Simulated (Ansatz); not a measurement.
# CH4BF: the cost of one run

Program: Ansatz 0.2.0. Level of theory: RKS r2SCAN-D4/def2-TZVP. These are calculated values, not measurements.

## Step 1: The structure to begin with

Bond lengths: B1–F2 1.680 Å, B1–C3 1.442 Å, B1–H4 1.367 Å, B1–H5 1.154 Å, C3–H6 1.081 Å, C3–H7 1.082 Å. Angles: F2–B1–C3 98.7°, F2–B1–H4 45.5°, F2–B1–H5 112.4°, C3–B1–H4 59.7°, C3–B1–H5 145.6°, H4–B1–H5 137.3°, B1–C3–H6 122.1°, B1–C3–H7 126.7°, H6–C3–H7 110.2°.

Structure file:

```xyz
7

B    -0.7516    0.1443   -0.1442
F    -0.2102   -0.5194   -1.5889
C     0.5143    0.2406    0.5390
H     0.2853   -0.6745   -0.4936
H    -1.8957    0.0574   -0.0215
H     0.5825    0.2938    1.6164
H     1.4753    0.4578    0.0929
```

## Step 2: A restrained relaxation towards end A

Springs on the bonds that form and break draw the guess towards this end; the thresholds are loose.

The input, input.yaml:

```yaml
crystal:
  periodic: [false, false, false]
  atoms:
    - { symbol: B, position_ang: [-0.7516, 0.1443, -0.1442] }
    - { symbol: F, position_ang: [-0.2102, -0.5194, -1.5889] }
    - { symbol: C, position_ang: [0.5143, 0.2406, 0.539] }
    - { symbol: H, position_ang: [0.2853, -0.6745, -0.4936] }
    - { symbol: H, position_ang: [-1.8957, 0.0574, -0.0215] }
    - { symbol: H, position_ang: [0.5825, 0.2938, 1.6164] }
    - { symbol: H, position_ang: [1.4753, 0.4578, 0.0929] }
basis:
  gaussian: { orbitals: def2-TZVP }
hamiltonian:
  xc: r2scan
  dispersion: d4
relax:
  f_tol: 0.15
  max_steps: 25
  restrain:
    - { distance: [3, 1], at: 2.18, k: 30.0 }
    - { distance: [0, 1], at: 1.41, k: 30.0 }
    - { distance: [3, 2], at: 1.07, k: 30.0 }
output:
  orbitals: {}
```

Launch:

```sh
$ ansatz run input.yaml --threads 4 --pin off --max-ram 5120MiB --backend cpu --events-out ev --progress --plain --runs-dir out
```

What time and memory should one allow on 4 threads of Arm Neoverse N1, shared host?

About 18 s, with a peak of 0.18 GiB.
